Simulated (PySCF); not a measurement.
# carbonyl fluoride: calculation against experiment

**Measured values to compare with.**

From NIST CCCBDB Release 22 (SRD 101), experimental dipoles, for the gas: dipole moment (microwave Stark effect) 0.95 D.

The results are set against them at the end.

Carbonyl fluoride, CF2O.
SMILES with atom numbers: `[O:1]=[C:2]([F:3])[F:4]`

Geometry (PBE0-D3(BJ)/def2-SVP, Å), atoms numbered from 1 in this order:
```
atom  x, y, z in Å
O1    -0.3473    1.0568    0.7936
C2    -0.0629    0.0280    0.3117
F3     0.9437   -0.7310    0.6569
F4    -0.6988   -0.5626   -0.6650
```

The PySCF runs (gas phase, on this PBE0-D3(BJ)/def2-SVP geometry; no spin–orbit coupling):

| level | job | basis functions | wall time |
| --- | --- | --- | --- |
| PBE0-D3(BJ)/def2-SVP, grid level 1 | geometry optimisation from a GFN2-xTB start shaken at random | 56 | 4.1 s |
| BHandHLYP/def2-SVPD | 10 singlets by full TDDFT, 4 Tamm–Dancoff triplets, polarisability, ΔSCF ions | 89 | 6.8 s |
| CAM-B3LYP/def2-SVPD | 10 singlets by full TDDFT, 4 Tamm–Dancoff triplets, polarisability, ΔSCF ions | 89 | 8.1 s |
| LC-wPBE/def2-SVPD | 10 singlets by full TDDFT, 4 Tamm–Dancoff triplets, polarisability, ΔSCF ions | 89 | 7.5 s |
| PBE0/6-31+G* | 10 singlets by full TDDFT, 4 Tamm–Dancoff triplets, polarisability | 72 | 2.1 s |
| PBE0/6-31G* | 10 singlets by full TDDFT, 4 Tamm–Dancoff triplets, polarisability | 56 | 1.6 s |
| PBE0/aug-cc-pVDZ | 10 singlets by full TDDFT, 4 Tamm–Dancoff triplets, polarisability | 92 | 2.7 s |
| PBE0/aug-cc-pVTZ | 10 singlets by full TDDFT, 4 Tamm–Dancoff triplets, polarisability | 184 | 6.8 s |
| PBE0/def2-SVPD | 10 singlets by full TDDFT, 4 Tamm–Dancoff triplets, polarisability, ΔSCF ions | 89 | 4.8 s |
| PBE0/def2-TZVP | 10 singlets by full TDDFT, 4 Tamm–Dancoff triplets, polarisability | 124 | 3.8 s |
| PBE0/def2-TZVPD | 10 singlets by full TDDFT, 4 Tamm–Dancoff triplets, polarisability | 157 | 5.5 s |
| wB97X-D/def2-SVPD | 10 singlets by full TDDFT, 4 Tamm–Dancoff triplets, polarisability, ΔSCF ions | 89 | 5.5 s |

Hardware: one thread of an Arm Neoverse V2, shared host.

All basis functions are spherical.

**Comparison with experiment**

**Dipole moment.** Measured: 0.95 D (NIST CCCBDB Release 22 (SRD 101), experimental dipoles).

| level | computed (D) | computed − measured (D) | % (from the printed values) |
| --- | --- | --- | --- |
| PBE0-D3(BJ)/def2-SVP | 1.12 | +0.17 | +18 |
| BHandHLYP/def2-SVPD | 1.12 | +0.17 | +18 |
| CAM-B3LYP/def2-SVPD | 1.11 | +0.16 | +17 |
| LC-wPBE/def2-SVPD | 1.12 | +0.17 | +18 |
| PBE0/6-31+G* | 1.12 | +0.17 | +18 |
| PBE0/6-31G* | 1.22 | +0.27 | +28 |
| PBE0/aug-cc-pVDZ | 1.13 | +0.18 | +19 |
| PBE0/aug-cc-pVTZ | 1.14 | +0.19 | +20 |
| PBE0/def2-SVPD | 1.11 | +0.16 | +17 |
| PBE0/def2-TZVP | 1.15 | +0.20 | +21 |
| PBE0/def2-TZVPD | 1.13 | +0.18 | +19 |
| wB97X-D/def2-SVPD | 1.13 | +0.18 | +19 |

12 of the 13 levels run are shown, the closest and the furthest among them. All 13 levels lie above the measurement. The computed dipoles belong to one fixed geometry; measured ones are averaged over vibrations unless marked μe. Magnitudes are compared, not signs.

No measured geometry was used, and the causes of the misses weren't examined.
